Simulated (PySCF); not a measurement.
Molecule: SMILES C1=NC=C[N-]1, [C3H3N2]-.

Cartesian coordinates in Å; atom numbers follow the order of the lines, from 1:
```xyz
8

C    -0.569    0.814   -0.202
C    -0.878   -0.478    0.152
N     0.273   -1.186    0.305
C     1.211   -0.278    0.034
N     0.783    0.945   -0.279
H    -1.231    1.648   -0.404
H    -1.849   -0.935    0.304
H     2.268   -0.521    0.066
```

Total charge -1.

Frames of a GFN2-xTB Langevin trajectory at 300 K; GIAO PBE0/pcSseg-1 shieldings in PySCF, gas phase, non-relativistic; equivalent atoms averaged within each frame.

Shifts are taken against calculated references (same method and geometry level): TMS for 13C (σ = 186.93 ppm) and 1H (σ = 31.72 ppm); 15N (σ = 267.73 ppm) against NH3. The references are static minima.

Q: How do the shifts (ppm) fluctuate along the trajectory?

A: 
| time (fs) | C4 | C1/C2 | N3/N5 | H8 | H6/H7 |
| --- | --- | --- | --- | --- | --- |
| optimised geometry | 145.4 | 124.9 | 287.7 | 7.03 | 6.65 |
| 250 | 152.3 | 125.8 | 299.6 | 7.72 | 6.53 |
| 425 | 139.6 | 128.0 | 289.7 | 6.75 | 7.02 |
| 625 | 148.5 | 127.8 | 308.4 | 7.13 | 6.88 |
| 800 | 141.5 | 126.9 | 288.4 | 6.55 | 6.86 |
| 1000 | 149.1 | 123.5 | 299.6 | 7.67 | 6.60 |
| mean of frames | 146.2 | 126.4 | 297.1 | 7.16 | 6.78 |
| standard deviation | 5.4 | 1.9 | 8.2 | 0.53 | 0.20 |

5 frames give an uncertainty of the mean of about the standard deviation over 2.2 at best, since frames this close in time may not be independent; classical motion lacks zero-point vibration, and the reference would need the same averaging.
